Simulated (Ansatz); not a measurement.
**Solid bromine**

Computed with PBEsol-D3(BJ) (plane waves, PAW; Ansatz, a program for electronic structure).

Numerical settings: plane-wave cutoff 520 eV, 10×10×4 k mesh (along the axes of the cell as run), Fermi–Dirac smearing 0.01 eV, scalar-relativistic PAW data made under PBE.

Cell (relaxed at this level):

```xyz
4
Lattice="1.9769 -3.3259 0.0000 1.9769 3.3259 0.0000 0.0000 0.0000 8.4461" Properties=species:S:1:pos:R:3 pbc="T T T"
Br     3.3220     0.0000     7.4280
Br     2.6088     0.0000     3.2050
Br     1.3451     0.0000     5.2411
Br     0.6318     0.0000     1.0181
```

```json
{
 "bulk_modulus": "15.4 GPa",
 "band_gap": "1.14 eV (indirect)",
 "smallest_direct_gap_on_the_k_points_sampled": "1.30 eV",
 "Γ–Γ gap": "1.31 eV"
}
```

Note: the bulk modulus comes from volumes at which shape and atoms were relaxed.

Spin–orbit coupling is not included.

Computed values are for the static lattice.

It cost about 5 core-minutes (a rough figure) of CPU time.
